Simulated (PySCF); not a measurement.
These are PBE-D3(BJ)/def2-TZVP // PBE0-D3(BJ)/def2-TZVP (PySCF) values and carry that method's errors. Isolated molecules, 0 K electronic values unless said otherwise. 

Reference species (SMILES): `[CH3]` (neutral, multiplicity 2).

```yaml
highest_occupied_spin_orbital: -5.38 eV
```

Changed species: `[CH]=C` (radical fragment; the reference has radical fragment).

Task: Give the shifts of the highest occupied spin orbital.

Result: the highest occupied spin orbital decreases by 0.05 eV, to -5.43 eV.
